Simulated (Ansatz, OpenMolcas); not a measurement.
# A ladder of methods for [BCl2]+ (SMILES Cl[B+]Cl)

The species is [BCl2]+ (3 atoms), meant as a singlet with charge +1. As SMILES, `Cl[B+]Cl`. The coordinates come from a PBE0-D4/def2-TZVP relaxation.

```xyz
3

Cl   -1.2679    0.7857   -0.6053
B     0.0000    0.0000    0.0000
Cl    1.2679   -0.7857    0.6053
```

Quantity: the HOMO–LUMO gap, in eV. The values are calculated.

```
            level                    kind     program  value (eV)
    SVWN5/cc-pVTZ                     LDA  OpenMolcas        6.34
     BLYP/cc-pVTZ                     GGA  OpenMolcas        6.41
     TPSS/cc-pVTZ                meta-GGA  OpenMolcas        6.70
   M06-2X/cc-pVTZ         hybrid meta-GGA  OpenMolcas       11.04
  r2SCAN0/cc-pVTZ         hybrid meta-GGA      Ansatz        9.23
CAM-B3LYP/cc-pVTZ  range-separated hybrid      Ansatz       11.31
   B2PLYP/cc-pVTZ           double hybrid      Ansatz       11.43
 PBE-QIDH/cc-pVTZ           double hybrid      Ansatz       13.05
```

The values span 6.34 to 13.05 eV. Orbital gaps aren't excitation energies, and those of double hybrids come from the SCF part alone; they tend to grow with the share of exact exchange.
